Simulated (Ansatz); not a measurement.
System: antifluorite Mg₂Ge. Method: PBE (PAW; Ansatz, a first-principles code).

Settings: plane-wave cutoff 520 eV, 20×20×20 k mesh, perturbation theory, scalar-relativistic PAW data made under PBE.

Computed at the level's own relaxed cell.

Task: Give the computed electronic dielectric constant ε∞ and dielectric constant ε0 (ions relaxed).

Result: 
* **electronic dielectric constant ε∞**: 16.9
* **dielectric constant ε0 (ions relaxed)**: 24.9

The result took roughly 60 core-minutes.
